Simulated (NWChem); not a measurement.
## Atomisation of hydrazine (H4N2)

```
N
H 1 1.0194
H 1 1.0240 2 107.04
N 1 1.4190 2 108.39 3 122.12
H 4 1.0194 1 108.39 2 152.33
H 4 1.0240 5 107.04 1 -122.12
```
Charge 0, spin multiplicity 1.

All runs are NWChem calculations. All single points use one geometry, from B3LYP/def2-SVP, a minimum by its harmonic frequencies. It is one conformer; others weren't searched.

Basis set: def2-TZVP. The atomisation energy is electronic alone: no zero-point, thermal, spin-orbit or counterpoise terms. No value is extrapolated to the basis-set limit. Free atoms are single determinants with multiplicities N 4, H 2.

B3LYP has NWChem's definition, with VWN1-RPA local correlation. The stability of the SCF solutions was not checked. Open-shell Hartree-Fock references start from PBE0 orbitals.

For the atomisation energy, HF gives 263.8 kcal/mol and PBE0 gives 434.7 kcal/mol. What do LDA (SVWN5), B3LYP, PBE give?

LDA (SVWN5): 512.2 kcal/mol; B3LYP: 440.3 kcal/mol; PBE: 449.6 kcal/mol.
